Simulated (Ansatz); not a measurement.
Forces away from equilibrium

CH3BF (SMILES B[CH-]F) (charge -1), closed shell, displaced at random from a GFN2-xTB minimum.

```tsv
atom	x (Å)	y (Å)	z (Å)
B1	-0.4008	0.0235	-0.7917
C2	0.2394	0.0358	0.6333
F3	0.9777	1.0246	1.2618
H4	-0.8712	-0.8933	-1.0906
H5	-0.6463	0.9728	-1.2937
H6	0.7341	-1.0113	0.9425
```

Computed with Ansatz 0.2.0 (basis: def2-TZVPPD); correlated methods freeze the cores.

CCSD(T) forces from the calculation:
| atom | Fx | Fy | Fz (eV/Å) |
| --- | --- | --- | --- |
| B1 | 2.867 | 1.795 | 5.304 |
| C2 | 0.421 | -3.563 | -2.552 |
| F3 | 0.097 | 0.824 | 0.188 |
| H4 | -1.579 | -3.770 | -1.219 |
| H5 | -0.620 | 2.746 | -1.653 |
| H6 | -1.185 | 1.968 | -0.068 |

(1) Which atom feels the largest CCSD(T) force, and how large is it?

T1 diagnostic: at most 0.019. The restricted Hartree–Fock reference is unstable towards an unrestricted one here. These are differences at one structure, and CCSD(T) in triple zeta is itself an approximation.

Results:

(1) B1, 6.29 eV/Å, along (0.46, 0.29, 0.84).

Root-mean-square difference of the force components from those of CCSD(T): PBE0-D4 0.173; wB97M-V 0.191; r2SCAN-D4 0.108; PBE-D4 0.131; r2SCAN0-D4 0.209; LC-wPBE 0.291 eV/Å.

For scale, one of the runs: CCSD(T)/def2-TZVPPD forces, 165 basis functions (an equivalent command: `ansatz run in.yaml --threads 4`). Hardware: 4 CPU threads, shared host. Wall time 68 s; peak host memory 2.7 GiB.
